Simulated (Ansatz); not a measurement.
Geometry optimisation, RKS r2SCAN/6-31G (Ansatz).

The input (input.yaml):

```yaml
crystal:
  periodic: [false, false, false]
  atoms:
    - { symbol: "N", position_ang: [-0.95339, 0.25064, -1.19925] }
    - { symbol: Si, position_ang: [0.20474, 0.81174, -0.09371] }
    - { symbol: "N", position_ang: [0.46996, -0.81975, 0.93343] }
    - { symbol: H, position_ang: [-0.74627, -0.43412, -1.9134] }
    - { symbol: H, position_ang: [-1.67887, 0.86847, -1.5327] }
    - { symbol: H, position_ang: [-0.41471, 1.66562, 0.89891] }
    - { symbol: H, position_ang: [1.5849, 1.05652, -0.48354] }
    - { symbol: H, position_ang: [-0.43304, -1.2051, 1.21425] }
    - { symbol: H, position_ang: [0.95291, -1.53975, 0.39567] }
    - { symbol: H, position_ang: [1.01378, -0.65429, 1.78034] }
total_charge: 1
basis:
  gaussian: { orbitals: "6-31G" }
hamiltonian:
  xc: r2scan
relax:
  f_tol: 0.015
  max_steps: 40
```

Run as:

```bash
$ ansatz run input.yaml --threads 1 --pin off --max-ram 2048MiB --backend cpu --events-out ev --progress --plain --runs-dir out
```

Problem. Where does it end, and by what steps?

Solution. It converged. The force dipped under the threshold on the way, but the program's further checks kept it going. Limits of this set-up: no polarisation functions. After 9 steps the energy has fallen by 0.264 eV; H4 moved furthest, 0.60 Å.

| step | energy less start (eV) | largest force component (eV/Å) | accepted |
| --- | --- | --- | --- |
| 0 | 0.0000 | 1.302 | yes |
| 1 | -0.1449 | 1.322 | yes |
| 2 | -0.1877 | 1.599 | yes |
| 3 | -0.2569 | 0.175 | yes |
| 4 | -0.2220 | 0.825 | no |
| 5 | -0.2633 | 0.059 | yes |
| 6 | -0.2642 | 0.032 | yes |
| 7 | -0.2644 | 0.007 | yes |
| 8 | -0.2644 | 0.017 | yes |
| 9 | -0.2645 | 0.013 | yes |

```xyz
10
Properties=species:S:1:pos:R:3
N -0.894 0.330 -1.374
Si 0.198 0.766 -0.120
N 0.455 -0.841 1.040
H -0.590 0.009 -2.284
H -1.892 0.493 -1.322
H -0.372 1.692 0.892
H 1.600 0.955 -0.571
H -0.444 -1.152 1.422
H 0.851 -1.615 0.495
H 1.088 -0.638 1.822
```

Whether the end is a true minimum wasn't checked by a vibrational analysis.

The run took 25 s on 1 thread of Arm Neoverse V2 (shared host), peak memory 0.11 GiB.
